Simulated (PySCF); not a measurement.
# Dipole moment and polarisability of `C=NC(=C)C#N`

Compound: C₄H₄N₂.
SMILES with atom numbers: `[CH2:1]=[N:2][C:3](=[CH2:4])[C:5]#[N:6]` (hydrogens: H7, H8 on C1; H9, H10 on C4)

Structure used (PBE0-D3(BJ)/def2-SVP), in Å, numbered top down from 1:
```xyz
10
C4H4N2 angstrom
C     -1.3856    0.7215    0.9755
N     -0.9302   -0.3390    0.4461
C      0.2873   -0.3224   -0.2439
C      0.7591   -1.4496   -0.8036
C      1.0304    0.9132   -0.3529
N      1.5774    1.9337   -0.4099
H     -2.3439    0.6717    1.5082
H     -0.8745    1.7014    0.9347
H      0.1759   -2.3674   -0.7066
H      1.7041   -1.4631   -1.3477
```

Level: wB97X-D/def2-SVPD (PySCF), static field, nuclei fixed, core orbitals frozen in the response. The polarisability tensor in these axes (au):

```
x    61.55  -3.30 -14.58
y    -3.30  77.99  12.20
z   -14.58  12.20  48.95
```

Diagonalise the tensor; give its mean and Δα, where Δα² is half the sum of the squared differences of the eigenvalues.

Principal values 37.51, 65.31 and 85.67 au; mean 62.83 au = 9.31 Å³ = 10.36 × 10⁻⁴⁰ C²·m²/J; Δα = 41.87 au (67 % of the mean).

What is the dipole moment, and where does it point?

(-1.38, -1.85, 0.32) D, 2.33 D in size, pointing from the negative to the positive side. Measured along this direction, the outermost atoms are N6 at the negative end and H9 at the positive end.

Sum over states: ᾱ = Σ f/ω², ω in Eh. What share falls to these 10 lowest TDDFT singlets (eV, f)? 4.52, 0.0003; 5.91, 0.4980; 6.36, 0.0021; 6.68, 0.0671; 6.71, 0.0004; 6.94, 0.0005; 7.25, 0.0646; 7.97, 0.0034; 7.99, 0.0496; 8.06, 0.0076.

They add up to 13.36 au, 21.3 % of the 62.83 au; the largest single term is 10.57 au, from the state at 5.91 eV. Terms in order: 0.01, 10.57, 0.04, 1.11, 0.01, 0.01, 0.91, 0.04, 0.58, 0.09 au. Higher excitations give the rest. The strengths listed sum to 0.694.

Directions of the eigenvectors, and the extent of the frame along each?

Largest value along (-0.37, 0.83, 0.42), where the nuclei span 4.53 Å; middle along (0.79, 0.52, -0.32), 4.38 Å; least along (0.48, -0.22, 0.85), 0.01 Å. The response follows the extents in order.

Traceless (Buckingham) quadrupole moment about the centre of nuclear charge: eigenvalues?

-13.55, -0.89, 14.44 D·Å. The values depend on the origin, since the dipole doesn't vanish. The electronic extent ⟨r²⟩ about the same centre is 542 bohr², a root-mean-square distance of 1.90 Å for the 42 electrons.

The structure is a single PBE0-D3(BJ)/def2-SVP conformer in the gas phase; no vibrational or solvent corrections.

The run behind these numbers computed excited states and ΔSCF ions as well. The run took 76 s on one thread of an Arm Neoverse V1, shared host.

The pairwise dispersion term of wB97X-D wasn't added to the energies; at a given geometry it leaves orbitals and properties as they are.
